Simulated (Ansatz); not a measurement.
This geometry of C2H6OS (10 atoms, charge 0, multiplicity 1) is a first-order saddle point.

Method: RKS PBE/def2-SVP (Ansatz 0.2.0).

```xyz
10
Properties=species:S:1:pos:R:3
O -1.454 0.170 -0.798
C -0.599 0.647 0.217
C 0.506 -0.373 0.463
S 1.687 -0.449 -0.954
H -2.022 0.907 -1.083
H -1.137 0.792 1.190
H -0.139 1.634 -0.039
H 0.044 -1.369 0.610
H 1.058 -0.104 1.387
H 1.881 -1.794 -0.930
```

(1) Which two structures does it join? (They come from a converged band through this point; their orientation in space is the band's.)

(2) How far does it lie above each of them?

Answers

(1) No bond is made or broken. The dihedral C2–C3–S4–H10 goes from 76 to -50°.

First end point:

```xyz
10
Properties=species:S:1:pos:R:3
O -1.507 0.279 -0.755
C -0.504 0.592 0.187
C 0.321 -0.657 0.468
S 1.296 -1.289 -0.954
H -1.910 1.113 -1.051
H -0.937 0.938 1.163
H 0.175 1.407 -0.167
H -0.366 -1.488 0.729
H 0.986 -0.494 1.339
H 2.272 -0.339 -0.896
```

Last end point:

```xyz
10
Properties=species:S:1:pos:R:3
O -1.113 0.296 -0.947
C -0.461 0.584 0.280
C 0.440 -0.591 0.626
S 1.786 -0.844 -0.596
H -1.496 1.123 -1.286
H -1.198 0.724 1.112
H 0.159 1.510 0.218
H -0.165 -1.517 0.716
H 0.937 -0.416 1.601
H 0.936 -0.808 -1.662
```

(2) 0.065 eV above the first and 0.178 eV above the second. This is the barrier of this one path; another mechanism may lie lower.

Run time: 3.7 min on 1 thread of Arm Neoverse V1, with other jobs on the host, peak memory 0.12 GiB.
